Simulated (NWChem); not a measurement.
Correlation energy of nitrogen (N2)

```
N
N 1 1.1004
```
Charge 0, spin multiplicity 1.

All runs are NWChem calculations. All single points use one geometry, from B3LYP/def2-SVP, a minimum by its harmonic frequencies.

Basis set: 6-31G*. Each correlation energy counts from its own Hartree-Fock reference.

The correlated methods keep 2 core orbitals frozen. The Pople sets run with spherical d functions. No row is a measurement; the coupled-cluster row has its own basis-set and correlation limits.

Order these methods by the correlation energy they give, lowest first: MP2, SCS-MP2, CCSD, CCSD+T(CCSD).

CCSD+T(CCSD) (-321.4 mHa), CCSD (-309.0 mHa), MP2 (-306.1 mHa), SCS-MP2 (-296.4 mHa)
